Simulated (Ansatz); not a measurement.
# C2H2FNO: the cost of one run

Program: Ansatz 0.2.0. Level of theory: RKS PBE0/def2-SVP. These are calculated values, not measurements.

1 further run of the same task is left out (it didn't finish).

### Step 1. The structure to begin with

Bond lengths: N1–C2 1.256 Å, C2–F3 1.315 Å, C2–C4 1.547 Å, C4–O5 1.146 Å, N1–H6 1.042 Å, C4–H7 1.120 Å. Angles: N1–C2–F3 117.3°, N1–C2–C4 123.6°, F3–C2–C4 119.1°, C2–N1–H6 107.6°, C2–C4–O5 123.8°, C2–C4–H7 110.0°, O5–C4–H7 126.2°.

Coordinates:

```xyz
7

N    -1.3164   -0.3986    0.3393
C    -0.1377    0.0351    0.3538
F     0.3322    0.4674    1.5035
C     0.7923    0.0271   -0.8829
O     1.8823    0.3805   -0.8633
H    -1.7272   -0.2279    1.2821
H     0.2357   -0.3516   -1.7782
```

### Step 2. Relaxing end A

Input file input.yaml:

```yaml
crystal:
  periodic: [false, false, false]
  atoms:
    - { symbol: "N", position_ang: [-1.3164, -0.3986, 0.3393] }
    - { symbol: C, position_ang: [-0.1377, 0.0351, 0.3538] }
    - { symbol: F, position_ang: [0.3322, 0.4674, 1.5035] }
    - { symbol: C, position_ang: [0.7923, 0.0271, -0.8829] }
    - { symbol: O, position_ang: [1.8823, 0.3805, -0.8633] }
    - { symbol: H, position_ang: [-1.7272, -0.2279, 1.2821] }
    - { symbol: H, position_ang: [0.2357, -0.3516, -1.7782] }
basis:
  gaussian: { orbitals: def2-SVP }
hamiltonian:
  xc: pbe0
relax:
  f_tol: 0.015
  max_steps: 40
```

The run is started by

```
$ ansatz run input.yaml --threads 1 --pin off --max-ram 2048MiB --backend cpu --events-out ev --progress --plain --runs-dir out
```

**Question.** How long does this run take on 1 thread of Intel Xeon 6975P-C (Granite Rapids), shared host, and how much memory does it need?

About 16 s, with a peak of 0.17 GiB.
